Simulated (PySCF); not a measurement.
C3H6S.
Numbering: `[CH3:1][C@H:2]1[CH2:3][S:4]1` (hydrogens: H5, H6, H7 on C1; H8 on C2; H9, H10 on C3)

All values: wB97X-D/pcSseg-2 (PySCF, non-relativistic), on one gas-phase PBE0-D3(BJ)/def2-TZVP geometry that isn't relaxed in the solvent. The solvent is an IEF-PCM continuum (cavity from Bondi-type radii × 1.2). The model holds no explicit solvent molecules, cavitation or dispersion.

Gas phase at wB97X-D/pcSseg-2: HOMO -8.37 eV, LUMO 1.94 eV, dipole 2.15 D.

Problem. What does the continuum do to the energy, the frontier levels and the dipole at wB97X-D/pcSseg-2 in chloroform?

Solution. 
```csv
solvent,ε,E(solvent) − E(gas) (kcal/mol),polarisation term (kcal/mol),distortion of the solute (kcal/mol),HOMO (eV),LUMO (eV),dipole (D)
chloroform,4.711,-2.30,-2.69,0.39,-8.48,1.94,2.80
```

Polarisation term: ½ Σ q·V over the induced surface charges. Distortion: the rise of the solute's own energy as its density leaves the gas-phase optimum.

Problem. Which radius a makes the point-dipole formula ΔE = −[(ε − 1)/(2ε + 1)]·μ²/a³ give the value in chloroform, with the gas-phase dipole?

Solution. μ = 0.848 au and |ΔE| = 0.00366 Eh give a = 2.18 Å; the farthest nucleus lies 2.27 Å from the centroid of the nuclei, so such a sphere wouldn't even hold the nuclei. The formula assumes a rigid point dipole at the centre of a sphere.

Note: wB97X-D ran without an empirical dispersion term, which enters the total energy and its gradient alone.
